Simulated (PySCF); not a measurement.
# C₄H₅NS: excited states, first hyperpolarisability

Wanted: excited states, first hyperpolarisability for C₄H₅NS (`Cc1cncs1`).

Computed with PySCF 2.14.0 and routines of our own; the level stands in each step. Atoms count from 0.

## Step 1: The starting structure

11 atoms, charge 0, multiplicity 1; geometry from: GFN2-xTB.

## Step 2: Geometry optimisation at PBE0-D3(BJ)/def2-TZVP

Job settings and geometry (Å):

```
{"job": {"xc": "PBE0", "basis": "def2-TZVP", "d3": "d3bj", "grid": 2, "kind": "geom"}, "charge": 0, "multiplicity": 1}
C     -1.761109    -0.187690    -0.005963
C     -0.279230    -0.100912    -0.000537
C      0.514452     1.004761    -0.037187
N      1.848828     0.776451    -0.020614
C      2.112797    -0.473448     0.029033
S      0.723266    -1.518277     0.059889
H     -2.120346    -0.688849     0.892468
H     -2.109322    -0.757218    -0.867156
H     -2.189527     0.810888    -0.047287
H      0.162900     2.019627    -0.079032
H      3.102716    -0.882664     0.050424
```

Run with:

```sh
$ OMP_NUM_THREADS=1 python excited_run.py task.json out
```

The driver reads the jobs from task.json and runs them one after another.

Log:

```text
step   0  E = -608.08364022  max force = 0.015323
step   1  E = -608.08471840  max force = 0.001126
step   2  E = -608.08472201  max force = 0.000606
step   3  E = -608.08472377  max force = 0.000251
optimisation converged
```

It took 43 s on 1 thread of Arm Neoverse V2, shared host; peak memory 0.95 GiB.

Step by step:

| step | energy from step 0 (eV) | largest force component (eV/Å) |
| --- | --- | --- |
| 0 | 0.0000 | 0.7879 |
| 1 | -0.0293 | 0.0579 |
| 2 | -0.0294 | 0.0312 |
| 3 | -0.0295 | 0.0129 |

Distances of close pairs at the start and the end, largest changes first:

| bond | before (Å) | after (Å) | change (Å) |
| --- | --- | --- | --- |
| C4–S5 | 1.739 | 1.719 | -0.020 |
| C1–S5 | 1.737 | 1.718 | -0.019 |
| N3–C4 | 1.278 | 1.294 | +0.016 |
| C2–N3 | 1.354 | 1.364 | +0.010 |
| C4–H10 | 1.071 | 1.082 | +0.010 |
| C2–H9 | 1.075 | 1.083 | +0.008 |
| C0–H8 | 1.087 | 1.091 | +0.003 |
| C0–H7 | 1.090 | 1.093 | +0.003 |

The next job starts from the end point, and lists it.

| at the end point | value |
| --- | --- |
| point group (found at 0.08 Å tolerance) | Cs |
| rotational constants (GHz, main isotopes) | 5.474, 3.202, 2.046 |
| dipole moment (D) | 2.05 |

## Step 3: Excited states: TDA CAM-B3LYP/def2-TZVPD

Job settings and geometry (Å):

```
{"job": {"kind": "states", "xc": "CAM-B3LYP", "basis": "def2-TZVPD", "tda": true, "soc": true, "nstates": 6, "ntriplets": 5, "nquad": 4}, "charge": 0, "multiplicity": 1}
C     -1.762045    -0.189705    -0.003897
C     -0.276820    -0.112809     0.001176
C      0.518608     0.993273    -0.044977
N      1.866222     0.781234    -0.028247
C      2.121669    -0.485976     0.030575
S      0.734283    -1.499637     0.069679
H     -2.147006    -0.674349     0.896560
H     -2.137117    -0.747113    -0.865635
H     -2.178665     0.817394    -0.047835
H      0.140659     2.006755    -0.093238
H      3.118628    -0.905047     0.054531
```

With the program's defaults for keys left out, this is: TDA CAM-B3LYP/def2-TZVPD excited states, vertical, gas phase, spin-orbit mean-field couplings.

Log:

```text
coarse grid: 10136 points
cycle   1  E = -608.3296797221  dE =  1.201e+00  |g| = 3.572e-01  |ddm| = 3.380e+00
cycle   2  E = -608.3195092537  dE =  1.017e-02  |g| = 4.573e-01  |ddm| = 1.213e+00
cycle   3  E = -608.3631550976  dE = -4.365e-02  |g| = 6.198e-02  |ddm| = 4.858e-01
cycle   4  E = -608.3639664182  dE = -8.113e-04  |g| = 2.778e-02  |ddm| = 9.417e-02
cycle   5  E = -608.3641503934  dE = -1.840e-04  |g| = 8.206e-03  |ddm| = 4.354e-02
cycle   6  E = -608.3641669622  dE = -1.657e-05  |g| = 3.403e-03  |ddm| = 1.274e-02
cycle   7  E = -608.3641701252  dE = -3.163e-06  |g| = 9.886e-04  |ddm| = 4.469e-03
final grid: 94432 points
cycle   8  E = -608.3574281191  dE = -3.372e-05  |g| = 3.702e-03  |ddm| = 1.488e-01
cycle   9  E = -608.3574280899  dE =  2.918e-08  |g| = 3.662e-03  |ddm| = 1.410e-02
cycle  10  E = -608.3574310516  dE = -2.962e-06  |g| = 6.967e-04  |ddm| = 4.603e-03
cycle  11  E = -608.3574311560  dE = -1.044e-07  |g| = 2.800e-04  |ddm| = 1.294e-03
cycle  12  E = -608.3574311733  dE = -1.731e-08  |g| = 6.391e-05  |ddm| = 4.298e-04
cycle  13  E = -608.3574311742  dE = -9.392e-10  |g| = 1.684e-05  |ddm| = 9.853e-05
converged SCF energy = -608.3574311742

Singlet excitations
state   eV       nm        f     d(h-e)  d(exc)  Lambda  PR(NTO)  |dmu|/D   mu/D   main configurations
  1   5.5697   222.6   0.00089   1.009   2.599   0.470   1.009    2.475    1.017   H-1->L 0.94
  2   5.8280   212.7   0.15008   0.682   2.718   0.740   1.215    1.616    2.912   H->L 0.85
  3   5.9706   207.7   0.00018   1.565   3.229   0.287   1.012    4.447    3.677   H->L+2 0.41, H->L+1 0.27, H->L+5 0.13
  4   6.3698   194.6   0.04198   0.057   2.675   0.675   1.559    0.564    1.607   H-2->L 0.73, H->L+7 0.10
  5   6.4223   193.1   0.00143   0.728   3.894   0.271   1.103                     H->L+1 0.53, H->L+2 0.21, H->L+3 0.14
  6   6.6096   187.6   0.00003   0.941   2.917   0.294   1.104                     H-2->L+2 0.38, H-2->L+1 0.19, H-2->L+5 0.13

Triplet excitations (Tamm-Dancoff)
state   eV     d(h-e)  d(exc)  Lambda  PR(NTO)   main configurations
  1   3.8061   0.425   2.471   0.768   1.053   H->L 0.91
  2   4.9752   0.903   2.451   0.456   1.017   H-1->L 0.83
  3   5.0113   0.190   2.464   0.699   1.054   H-2->L 0.90
  4   5.5632   0.426   2.401   0.642   1.152   H->L+7 0.65, H->L+4 0.21
  5   5.7070   1.389   3.029   0.293   1.021   H->L+2 0.38, H->L+1 0.20, H->L+5 0.13
S1 - T1 = 1.7636 eV

Spin-orbit couplings |<S|Hso|T>| (cm-1)
             T1       T2       T3       T4       T5
S0        0.401   70.511    1.731    0.727   66.867
S1       17.487    1.073   52.953   22.418    0.268
S2        0.155   31.778    0.694    0.061   43.492
S3       36.818    0.109   10.313    8.925    0.686
S4        0.102   53.215    0.334    0.034   15.076
S5        7.708    0.453    8.802    1.170    2.426
S6       10.935    0.071   36.669    3.969    1.394
T1 sublevels (cm-1): 0.000 0.001 0.017   radiative rates (1/s): 0.0214 0.535 3.32
```

Run time: 38 s. Hardware: 1 thread of Arm Neoverse V2, shared host; peak memory 0.99 GiB.

From this job:

| quantity | value |
| --- | --- |
| S1 less T1 | 1.76 eV |

The fields below are evaluated on a grid from the run's orbitals.

Frontier orbitals at CAM-B3LYP/def2-TZVPD, with the share of their density that lies nearest to each atom:

| orbital | energy (eV) | lies on |
| --- | --- | --- |
| HOMO | -8.30 | C1, C2 about 27 % each; C4 22 %; S5 7 % |
| LUMO | 0.31 | S5 23 %; C4 23 %; C1 18 % |

ELF in a plane through or near 9 of the atoms.

Values, 10 rows by 14 columns:
```
0.00 0.00 0.00 0.00 0.00 0.00 0.00 0.00 0.00 0.00 0.00 0.00 0.00 0.00
0.00 0.00 0.00 0.00 0.00 0.00 0.01 0.05 0.00 0.00 0.00 0.00 0.00 0.00
0.00 0.00 0.00 0.06 0.27 0.01 0.81 0.99 0.21 0.00 0.00 0.00 0.00 0.00
0.00 0.00 0.01 0.78 0.95 0.59 0.76 0.98 0.03 0.74 0.87 0.04 0.00 0.00
0.00 0.00 0.00 0.12 0.74 0.44 0.27 0.81 0.28 0.99 0.97 0.26 0.00 0.00
0.00 0.00 0.80 0.92 0.13 0.48 0.31 0.59 0.92 0.17 0.30 0.02 0.00 0.00
0.00 0.00 0.94 0.99 0.54 0.75 0.70 0.59 0.17 0.57 0.22 0.01 0.00 0.00
0.00 0.00 0.03 0.07 0.03 0.71 0.65 0.66 0.01 0.05 0.02 0.00 0.00 0.00
0.00 0.00 0.00 0.00 0.01 0.40 0.72 0.34 0.00 0.00 0.00 0.00 0.00 0.00
0.00 0.00 0.00 0.00 0.00 0.00 0.00 0.00 0.00 0.00 0.00 0.00 0.00 0.00
```
The map spans 11.5 Å across and 9.2 Å up, centred on the molecule. Atoms in the plane (x, y in Å): C0 (1.8, -0.3), C1 (0.3, -0.1), C2 (-0.5, 1.0), N3 (-1.8, 0.9), C4 (-2.1, -0.4), S5 (-0.8, -1.5), H8 (2.2, 0.7), H9 (-0.1, 2.0), H10 (-3.2, -0.8).

On the surface of density 0.002 e/bohr³ the electrostatic potential runs, from the 1st to the 99th percentile, from -1.73 V near N3 to 1.13 V near H10.

## Step 4: Excited states: TDDFT CAM-B3LYP/def2-TZVPD

The job, as its differences from that of step 3:

```diff
@@ -1,2 +1,2 @@
-{"job": {"kind": "states", "xc": "CAM-B3LYP", "basis": "def2-TZVPD", "tda": true, "soc": true, "nstates": 6, "ntriplets": 5, "nquad": 4}, "charge": 0, "multiplicity": 1}
+{"job": {"kind": "states", "xc": "CAM-B3LYP", "basis": "def2-TZVPD", "tpa": true, "nstates": 8, "nquad": 6, "ntriplets": 0}, "charge": 0, "multiplicity": 1}
 C     -1.762045    -0.189705    -0.003897
```

With the program's defaults for keys left out, this is: TDDFT CAM-B3LYP/def2-TZVPD excited states, vertical, gas phase, two-photon moments by quadratic response.

Log:

```text
coarse grid: 10136 points
cycle   1  E = -608.3296797221  dE =  1.201e+00  |g| = 3.572e-01  |ddm| = 3.380e+00
cycle   2  E = -608.3195092537  dE =  1.017e-02  |g| = 4.573e-01  |ddm| = 1.213e+00
cycle   3  E = -608.3631550976  dE = -4.365e-02  |g| = 6.198e-02  |ddm| = 4.858e-01
cycle   4  E = -608.3639664182  dE = -8.113e-04  |g| = 2.778e-02  |ddm| = 9.417e-02
cycle   5  E = -608.3641503934  dE = -1.840e-04  |g| = 8.206e-03  |ddm| = 4.354e-02
cycle   6  E = -608.3641669622  dE = -1.657e-05  |g| = 3.403e-03  |ddm| = 1.274e-02
cycle   7  E = -608.3641701252  dE = -3.163e-06  |g| = 9.886e-04  |ddm| = 4.469e-03
final grid: 94432 points
cycle   8  E = -608.3574281191  dE = -3.372e-05  |g| = 3.702e-03  |ddm| = 1.488e-01
cycle   9  E = -608.3574280899  dE =  2.918e-08  |g| = 3.662e-03  |ddm| = 1.410e-02
cycle  10  E = -608.3574310516  dE = -2.962e-06  |g| = 6.967e-04  |ddm| = 4.603e-03
cycle  11  E = -608.3574311560  dE = -1.044e-07  |g| = 2.800e-04  |ddm| = 1.294e-03
cycle  12  E = -608.3574311733  dE = -1.731e-08  |g| = 6.391e-05  |ddm| = 4.298e-04
cycle  13  E = -608.3574311742  dE = -9.392e-10  |g| = 1.684e-05  |ddm| = 9.853e-05
converged SCF energy = -608.3574311742

Singlet excitations
state   eV       nm        f     d(h-e)  d(exc)  Lambda  PR(NTO)  |dmu|/D   mu/D   delta(TPA)   sigma/GM   main configurations
  1   5.5235   224.5   0.00066   1.003   2.598   0.470   1.012    2.470    1.057        0.15      0.002   H-1->L 0.94
  2   5.5825   222.1   0.12323   0.675   2.701   0.742   1.223    1.622    2.918       23.57      0.269   H->L 0.93
  3   5.9529   208.3   0.00023   1.569   3.226   0.288   1.013    4.427    3.673        8.43      0.109   H->L+2 0.41, H->L+1 0.26, H->L+5 0.13
  4   6.2393   198.7   0.03372   0.063   2.630   0.673   1.608    0.428    1.728        6.54      0.093   H-2->L 0.80, H->L+7 0.09
  5   6.4177   193.2   0.00146   0.745   3.892   0.272   1.114    2.541    0.740       45.78      0.691   H->L+1 0.53, H->L+2 0.21, H->L+3 0.14
  6   6.5943   188.0   0.00004   0.945   2.928   0.294   1.119    3.054    2.715        2.58      0.041   H-2->L+2 0.38, H-2->L+1 0.19, H-2->L+5 0.13
  7   7.0672   175.4   0.09585   0.773   3.526   0.401   1.858                                            H->L+4 0.56, H->L+7 0.13, H-1->L+2 0.12
  8   7.1434   173.6   0.00595   0.285   4.008   0.328   1.031                                            H->L+5 0.66, H->L+2 0.08
```

It took 42 s on 1 thread of Arm Neoverse V2, shared host; peak memory 0.98 GiB.

## Step 5: First hyperpolarisability: quadratic response CAM-B3LYP/def2-TZVPD

The job, as its differences from that of step 4:

```diff
@@ -1,2 +1,2 @@
-{"job": {"kind": "states", "xc": "CAM-B3LYP", "basis": "def2-TZVPD", "tpa": true, "nstates": 8, "nquad": 6, "ntriplets": 0}, "charge": 0, "multiplicity": 1}
+{"job": {"kind": "beta", "xc": "CAM-B3LYP", "basis": "def2-TZVPD"}, "charge": 0, "multiplicity": 1}
 C     -1.762045    -0.189705    -0.003897
```

Method: quadratic response CAM-B3LYP/def2-TZVPD first hyperpolarisability, Taylor convention, gas phase.

Log:

```text
coarse grid: 10136 points
cycle   1  E = -608.3296797221  dE =  1.201e+00  |g| = 3.572e-01  |ddm| = 3.380e+00
cycle   2  E = -608.3195092537  dE =  1.017e-02  |g| = 4.573e-01  |ddm| = 1.213e+00
cycle   3  E = -608.3631550976  dE = -4.365e-02  |g| = 6.198e-02  |ddm| = 4.858e-01
cycle   4  E = -608.3639664182  dE = -8.113e-04  |g| = 2.778e-02  |ddm| = 9.417e-02
cycle   5  E = -608.3641503934  dE = -1.840e-04  |g| = 8.206e-03  |ddm| = 4.354e-02
cycle   6  E = -608.3641669622  dE = -1.657e-05  |g| = 3.403e-03  |ddm| = 1.274e-02
cycle   7  E = -608.3641701252  dE = -3.163e-06  |g| = 9.886e-04  |ddm| = 4.469e-03
final grid: 94432 points
cycle   8  E = -608.3574281191  dE = -3.372e-05  |g| = 3.702e-03  |ddm| = 1.488e-01
cycle   9  E = -608.3574280899  dE =  2.918e-08  |g| = 3.662e-03  |ddm| = 1.410e-02
cycle  10  E = -608.3574310516  dE = -2.962e-06  |g| = 6.967e-04  |ddm| = 4.603e-03
cycle  11  E = -608.3574311560  dE = -1.044e-07  |g| = 2.800e-04  |ddm| = 1.294e-03
cycle  12  E = -608.3574311733  dE = -1.731e-08  |g| = 6.391e-05  |ddm| = 4.298e-04
cycle  13  E = -608.3574311742  dE = -9.392e-10  |g| = 1.684e-05  |ddm| = 9.853e-05
converged SCF energy = -608.3574311742

Lowest singlets (eV, f): 5.5235 0.0007  5.5825 0.1232  5.9529 0.0002

First hyperpolarisability (au)
process     nm      |vector|   parallel      HRS      DR
static         -      133.81     -18.25      54.62   5.252
shg       1907.0      140.30      -18.0      57.32   5.291
eope      1907.0      135.90     -18.18          -       -
shg       1064.0      157.17     -17.03      64.35   5.385
eope      1064.0      140.79     -17.98          -       -
```

Run time: 36 s. Hardware: 1 thread of Arm Neoverse V2, shared host; peak memory 0.98 GiB.

## Step 6: Excited states: TDA CAM-B3LYP/def2-TZVPD in cyclohexane

The job, as its differences from that of step 5:

```diff
@@ -1,2 +1,2 @@
-{"job": {"kind": "beta", "xc": "CAM-B3LYP", "basis": "def2-TZVPD"}, "charge": 0, "multiplicity": 1}
+{"job": {"kind": "states", "xc": "CAM-B3LYP", "basis": "def2-TZVPD", "tda": true, "soc": true, "nstates": 6, "ntriplets": 5, "nquad": 4, "solvent": "cyclohexane"}, "charge": 0, "multiplicity": 1}
 C     -1.762045    -0.189705    -0.003897
```

Level: TDA CAM-B3LYP/def2-TZVPD excited states, vertical, IEF-PCM cyclohexane (non-equilibrium response), spin-orbit mean-field couplings.

Log:

```text
coarse grid: 10136 points
cycle   1  E = -608.3345135494  dE =  1.196e+00  |g| = 3.482e-01  |ddm| = 3.382e+00
cycle   2  E = -608.3293434728  dE =  5.170e-03  |g| = 4.240e-01  |ddm| = 1.167e+00
cycle   3  E = -608.3663335997  dE = -3.699e-02  |g| = 5.639e-02  |ddm| = 4.261e-01
cycle   4  E = -608.3670197457  dE = -6.861e-04  |g| = 2.406e-02  |ddm| = 9.102e-02
cycle   5  E = -608.3671562098  dE = -1.365e-04  |g| = 6.797e-03  |ddm| = 3.888e-02
cycle   6  E = -608.3671681573  dE = -1.195e-05  |g| = 2.770e-03  |ddm| = 1.252e-02
cycle   7  E = -608.3671702960  dE = -2.139e-06  |g| = 8.675e-04  |ddm| = 3.692e-03
final grid: 94432 points
cycle   8  E = -608.3604147838  dE = -3.382e-05  |g| = 3.764e-03  |ddm| = 1.493e-01
cycle   9  E = -608.3604149386  dE = -1.548e-07  |g| = 3.628e-03  |ddm| = 1.414e-02
cycle  10  E = -608.3604178635  dE = -2.925e-06  |g| = 6.065e-04  |ddm| = 4.790e-03
cycle  11  E = -608.3604179369  dE = -7.331e-08  |g| = 2.718e-04  |ddm| = 1.173e-03
cycle  12  E = -608.3604179527  dE = -1.587e-08  |g| = 5.634e-05  |ddm| = 4.206e-04
cycle  13  E = -608.3604179534  dE = -7.158e-10  |g| = 1.541e-05  |ddm| = 8.772e-05
converged SCF energy = -608.3604179534

Singlet excitations
state   eV       nm        f     d(h-e)  d(exc)  Lambda  PR(NTO)  |dmu|/D   mu/D   main configurations
  1   5.6452   219.6   0.00108   0.987   2.592   0.476   1.009    2.814    1.183   H-2->L 0.94
  2   5.7343   216.2   0.19633   0.709   2.710   0.744   1.170    1.959    3.471   H->L 0.88
  3   6.0092   206.3   0.00024   1.560   3.202   0.296   1.012    4.964    4.107   H->L+2 0.54, H->L+5 0.14, H->L+1 0.14
  4   6.3466   195.4   0.05795   0.038   2.653   0.682   1.494    0.487    1.994   H-1->L 0.76, H->L+7 0.09
  5   6.4281   192.9   0.00152   0.518   3.840   0.269   1.067                     H->L+1 0.62, H->L+3 0.17, H->L+2 0.10
  6   6.6608   186.1   0.00001   0.928   2.869   0.305   1.073                     H-1->L+2 0.48, H-1->L+5 0.16, H-1->L+1 0.10

Triplet excitations (Tamm-Dancoff)
state   eV     d(h-e)  d(exc)  Lambda  PR(NTO)   main configurations
  1   3.8032   0.439   2.474   0.766   1.050   H->L 0.92
  2   5.0299   0.210   2.462   0.699   1.048   H-1->L 0.91
  3   5.0627   0.890   2.451   0.462   1.018   H-2->L 0.84
  4   5.5327   0.415   2.397   0.646   1.141   H->L+7 0.66, H->L+4 0.21
  5   5.7493   1.391   3.013   0.301   1.021   H->L+2 0.48, H->L+5 0.15, H->L+1 0.10
S1 - T1 = 1.8420 eV

Spin-orbit couplings |<S|Hso|T>| (cm-1)
             T1       T2       T3       T4       T5
S0        0.398    1.666   71.063    0.697   66.996
S1       17.631   54.571    1.073   21.707    0.206
S2        0.120    0.664   30.839    0.065   43.460
S3       37.775   10.671    0.160    8.733    0.672
S4        0.094    0.319   55.228    0.031   14.481
S5        6.858    7.044    0.320    0.933    2.598
S6       10.597   37.632    0.190    3.666    1.358
T1 sublevels (cm-1): 0.000 0.001 0.018   radiative rates (1/s): 0.0253 0.397 3.46
```

It took 35 s on 1 thread of Arm Neoverse V2, shared host; peak memory 0.99 GiB.

Key values:

| quantity | value |
| --- | --- |
| S1 less T1 | 1.84 eV |

## Step 7: Outcome

| quantity | value |
| --- | --- |
| point group | Cs |
| rotational constants (main isotopes) | 5.47, 3.20, 2.05 GHz |
| S1 less T1 (step 3, TDA CAM-B3LYP/def2-TZVPD) | 1.76 eV |
| surface potential, 1st and 99th percentile | -1.73 V and 1.13 V |
| β vector (step 5, quadratic response CAM-B3LYP/def2-TZVPD) | static 134, SHG 1907.0 nm 140, SHG 1064.0 nm 157 au |
| S1 less T1 (step 6, TDA CAM-B3LYP/def2-TZVPD in cyclohexane) | 1.84 eV |

The optimisation took 3 steps and gained 0.029 eV; among the close pairs (by a distance rule), C4–S5 changed most, from 1.739 to 1.719 Å. In step 3, the number of triplets below S1 is 4, and the largest singlet-triplet spin-orbit coupling is S0–T2, 70.51 cm⁻¹. β grows from 134 au (static) to 157 au for doubling at 1064.0 nm: normal dispersion, which grows as twice the photon energy moves toward the bright states. In step 6, the number of triplets below S1 is 4, and the largest singlet-triplet spin-orbit coupling is S0–T3, 71.06 cm⁻¹.
